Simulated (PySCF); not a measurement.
Species: C$_{3}$H$_{3}$, charge 0, multiplicity 2. It need not be the lowest isomer of its formula. SMILES: [CH]1C=C1
Geometry: optimised at B3LYP-D3(BJ)/def2-TZVP (Ansatz).

Dispersion corrections to the total energy (kcal/mol) from the dftd3 and dftd4 libraries through PySCF: D3(BJ) without and D4 with the three-body term, each with the damping fitted for the functional named.

```
functional  D3(BJ)     D4
----------  ------  -----
r2SCAN       -0.47  -0.39
B2GP-PLYP    -1.09  -0.68
BP86           [?]  -2.17
revPBE       -5.09  -6.48
BHLYP        -2.50  -1.89
PW6B95         [?]  -1.59
TPSSh        -2.09    [?]
```

Problem. Complete the blanks.

Solution. 
- BP86, D3(BJ): -2.83
- PW6B95, D3(BJ): -0.83
- TPSSh, D4: -2.10
